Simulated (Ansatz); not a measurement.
Results of PBE (Ansatz, a quantum-chemistry and plane-wave program, plane waves, PAW) for hcp Zn.

Numerical settings: plane-wave cutoff 520 eV, 16×16×10 k mesh (along the axes of the cell as run), Fermi–Dirac smearing 0.1 eV, perturbation theory, force constants from a 4×4×2 q mesh, scalar-relativistic PAW data made under PBE.

Computed at the level's own relaxed cell.

Harmonic phonon frequencies (cm⁻¹; i marks an imaginary mode):

| q point | frequencies |
|---|---|
| Γ | (withheld) |
| A | 52 52 52 52 81 81 |

### Question
Fill in the missing entries.

### Answer

- Γ, frequencies: 0 0 0 65 65 130

No imaginary mode appears at these points.
